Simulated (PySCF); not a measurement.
## Removing an electron from `FC1=C[C@H]1F`

Species: C3H2F2.
SMILES with atom numbers: `[F:1][C:2]1=[CH:3][C@H:4]1[F:5]` (hydrogens: H6 on C3; H7 on C4)

Level: PBE0/def2-SVPD (PySCF). Frontier orbitals with their largest atomic shares (Löwdin; up to four atoms above 4 %):

```csv
orbital,ε (eV),main atoms
HOMO−3,-11.96,"F5 49 %, F1 18 %, C3 12 %, C4 9 %"
HOMO−2,-10.02,"F5 36 %, C3 21 %, C4 13 %, C2 13 %"
HOMO−1,-9.09,"F5 29 %, C4 26 %, C2 16 %, C3 15 %"
HOMO,-8.55,?
LUMO,-0.16,"C3 38 %, C2 33 %, F1 10 %, H6 9 %"
LUMO+1,0.66,"C2 38 %, C3 19 %, F1 19 %, C4 15 %"
LUMO+2,1.35,"H6 46 %, C3 32 %, F1 8 %, F5 5 %"
```

Q: What vertical ionisation energy does ΔSCF give, and how far is −ε(HOMO) from it?

A: ΔSCF: 11.02 eV (1064 kJ/mol; threshold wavelength 112 nm); ⟨S²⟩ of the doublet left behind is 0.754, against 0.75 for a pure doublet. −ε(HOMO) is 8.55 eV, 2.47 eV below it. For the exact functional −ε(HOMO) would equal the first vertical ionisation energy; PBE0 (global hybrid, 25 % exact exchange) falls short of its own ΔSCF value by 22 %.

Q: On which atoms does the HOMO lie?

A: C3 (alkene CH carbon) 34 %, C2 (vinylic C–F carbon) 27 %, C4 (sp3 C–F carbon) 12 %, F1 (vinyl fluorine) 12 %, so no atom holds as much as 40 %. The HOMO−1 lies 0.54 eV lower.

Q: With α = 34.5 au, estimate the like-pair dispersion coefficient by London's formula C6 = (3/4)α²I.

A: I = 0.4052 Eh, so C6 ≈ 362 au, a rough estimate.

Q: What kinetic energy would electrons from this vertical process carry with He I light (21.218 eV)?

A: 21.22 − 11.02 = 10.20 eV.

Q: Shift the occupied levels rigidly so that −ε(HOMO) equals the ΔSCF value. What binding energies result?

A: The shift is +2.47 eV: HOMO 11.02, HOMO−1 11.56, HOMO−2 12.49, HOMO−3 14.43 eV. A rigid shift is only a rough guide to the deeper ionisations.

Geometry: PBE0-D3(BJ)/def2-SVP; no solvent, vibrations or thermal averaging.
